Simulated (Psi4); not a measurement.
**PH3 (phosphine): entropy by statistical mechanics**

A singlet with charge 0, relaxed at PBE0-D4/def2-TZVP (density fitting) (Psi4 1.11):

```xyz
4

P     0.3304   -0.3901   -0.3717
H     0.6576   -0.0894    0.9768
H    -1.0215   -0.6891   -0.0573
H     0.0389    0.9642   -0.6828
```

Harmonic wavenumbers in cm⁻¹: 1004, 1133, 1134, 2411, 2422, 2424.

Masses in u: P 30.974, H 1.008. Take T = 298.15 K, p = 1 bar, R = 8.3145 J/(mol K), kT/hc = 207.22 cm⁻¹, rigid rotor and harmonic oscillator.

**Question.** Work out S° at 298 K.

**Answer.** 
1. Translation (Sackur–Tetrode): S = R[3/2 ln M + 5/2 ln T − 1.1517] with M = 33.998 gives 152.8 J/(mol K).
2. Rotation: principal moments 3.793, 3.794, 4.282 u Å² give A, B, C = 4.4443, 4.443, 3.9367 cm⁻¹; the symmetry number is σ = 3; q = (√π/σ)√((kT/hc)³/ABC) = 200; S = R(ln q + 3/2) = 56.5.
3. Vibration: with u = ν̃/207.22, each mode gives R[u/(eᵘ − 1) − ln(1 − e⁻ᵘ)]; the sum is 0.8, most from 1004 cm⁻¹ (0.4), 1133 cm⁻¹ (0.2), 1134 cm⁻¹ (0.2).
4. Spin: R ln 1 = 0.0.
5. Sum: 152.8 + 56.5 + 0.8 + 0.0 = 210.1 J/(mol K).

The tabulated value is 210.2 J/(mol K) (CRC Handbook of Chemistry and Physics): the model is off by -0.1.
